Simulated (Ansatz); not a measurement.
**BO (doublet): wave-function methods side by side, def2-QZVPP**

An exercise on one series of results from a longer session: the logs are not shown, and one member is left open.

Computed with Ansatz 0.2.0, Gaussian basis. Level: def2-QZVPP, core rule «outside noble gas», up to 2 orbitals frozen.

Plan: UHF; ROHF; CCSD(T) on UHF.

2 further runs of the same task are left out: 2 set aside as unsound or not needed.

### The system

The geometry is a PBE0/def2-TZVP stationary point (not a proven minimum).

2 atoms, charge 0, spin multiplicity 2.

Atoms are counted from 1 here; the program's logs count them from 0.

Bond lengths: B1–O2 1.201 Å.

Set-up of the first run:

File in.yaml:

```yaml
crystal:
  periodic: [false, false, false]
  atoms:
    - {symbol: B, position_ang: [0.000000, 0.000000, 0.000000]}
    - {symbol: O, position_ang: [0.000000, 0.000000, 1.200581]}
basis:
  gaussian: {orbitals: "def2-QZVPP.json"}
magnetization: {spin_polarized: true, initial_magnetization: 1}
hamiltonian: {xc: hf}
output: {orbitals: {seedname: orbitals}}
```

Run with:

```bash
ansatz run in.yaml --threads 1 --pin off --events-out ev --progress --plain --max-ram 2393MiB
```

Among the steps run: UHF; ROHF; CCSD(T) on UHF.

One of the session's tables, all rows but one given; the rest of the session is left out.

It belongs to the step «Misses and costs». 

```
  method  from UCCSD(T) (kJ/mol)
    ROHF                       ?
     UHF                  +875.4
    UMP2                   +37.2
   UCCSD                   +41.3
UCCSD(T)                       0
```

**Question.** Estimate the row for ROHF.

As computed: from UCCSD(T) (kJ/mol): +884.2. In the column «from UCCSD(T) (kJ/mol)» it is the highest.
